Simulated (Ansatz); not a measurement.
System: corundum Rh2O3 (model structure). Method: LDA (Ansatz, an electronic-structure program, plane waves, PAW).

Settings: plane-wave cutoff 500 eV, 8×8×8 k mesh, gaussian smearing 0.02 eV, no spin polarisation, scalar-relativistic PAW data made under PBE.

Cell (relaxed at this level):

Space group R-3c, hexagonal axes (No. 167); a = 5.0671 Å, b = 5.0671 Å, c = 13.6812 Å, α = 90.00°, β = 90.00°, γ = 120.00°

```tsv
atom	site	symmetry	x	y	z
Rh	12c	3.	0.0000	0.0000	0.1505
O	18e	.2	0.2996	0.2996	0.2500
```
(The calculation used a cell of 10 atoms; values per cell refer to that cell.)

Question: Predict the band gap.

Answer: 
- band gap = 0.69 eV (on the SCF k mesh)

Note: the relaxation could raise the start's symmetry but not lower it, so the cell can be a saddle point.

Spin–orbit coupling is not included.

Computed values are for the static lattice.

The result took roughly 2.7 core-minutes.

A model structure was made by putting elements into a prototype or built by hand; it is no filed structure, need not be a known phase, and can be a saddle point held by its symmetry.
